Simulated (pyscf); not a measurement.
This saddle point was located with ωB97X-D3(BJ)/def2-SVPD in PySCF.

```xyz
6

F      0.0051     1.1723     1.4129
C     -1.0279    -0.0831    -0.0452
I     -2.1471    -1.4437    -1.6248
H     -1.8479     0.5444     0.2838
H     -0.6804    -0.8395     0.6486
H     -0.2823     0.3781    -0.6821
```
Charge -1, spin multiplicity 1.

Surface: singlet, charge -1. Lowest wavenumbers (cm⁻¹): 318i, 180, 180, 225, 894.

Problem. Which two sides does it connect, and which bonds change?

Solution. F⁻ (SMILES [F-]) + H₃C–I (SMILES CI) ⇌ H₃C–F (SMILES CF) + I⁻ (SMILES [I-]), a substitution at C read from left to right: C–I broken and C–F formed. At CCSD(T)/def2-TZVPPD + ΔMP2(QZVPPD) it lies -16.4 kcal/mol from the left side and +29.0 kcal/mol from the right (each side as separated species at their lowest minima found). On the reactant side the descent ends in a bound adduct, 15.3 kcal/mol under the separated species and 0.7 kcal/mol under the saddle at ωB97X-D3(BJ)/def2-TZVPD. On the product side the descent ends in a complex, 7.3 kcal/mol under the separated species and 36.9 kcal/mol under the saddle at ωB97X-D3(BJ)/def2-TZVPD. At CCSD(T) this geometry lies under the reactants; that is no barrier but a single point on another level's saddle; such a level's own saddle, if it has one, lies nearer that side and is low. One saddle was located; it need not be the lowest between these sides. The angle at the attacked C is 180°. The CCSD(T) − MP2 part came from Ansatz, without density fitting, on the same reference. The frozen core leaves the outer d or s,p core shells of the metals and heavy elements correlated in the MP2 and CC values, and def2-TZVPP describes them poorly, which can shift differences by a few kcal/mol. Elements past Kr carry the def2 core potentials, without spin-orbit coupling.
